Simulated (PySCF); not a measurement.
Gas-phase reaction: i-Si₄H₁₀ + 3 Cl = SiH + 3 SiH₃Cl

Energies from PySCF, thermal terms from the rigid-rotor harmonic-oscillator model, ideal gas at 1 bar. † marks an energy on the PBE0/def2-TZVP geometry and frequencies; other levels use their own. 6-31G* has spherical d functions here. Open shells (unrestricted): Cl (multiplicity 2, electronic degeneracy 6), SiH (multiplicity 2, electronic degeneracy 4); the rest are closed-shell singlets. Spin-orbit splitting is ignored; it lowers the true energy and changes the entropy of Cl, SiH. B3LYP is the form with VWN-RPA correlation. The harmonic model lacks anharmonicity and excited electronic states, which grow with temperature; levels with a mode under 35 cm⁻¹ are left out. Internal rotation in i-Si₄H₁₀ is treated as a harmonic vibration of one conformer, which makes the entropy rough.

```
level               ΔE electronic, kJ  ΔH°(298 K), kJ  ΔS°(298 K), J/K  ΔG°(1200 K), kJ
------------------  -----------------  --------------  ---------------  ---------------
B3LYP/6-31G*                     -498            -504               37             -521
BLYP/def2-TZVP†                  -546            -552               37             -569
HF/6-31G*                        -386            -391               40             -412
HF/def2-TZVP†                    -433            -439               37             -455
PBE/def2-SVP                     -507            -513               38             -531
PBE0/def2-SVP†                   -490            -496               37             -512
ωB97M-V/def2-TZVP†               -567            -573               37             -590
```
ΔH° is lowest at ωB97M-V/def2-TZVP† and highest at HF/6-31G*. No reference value is set beside these.
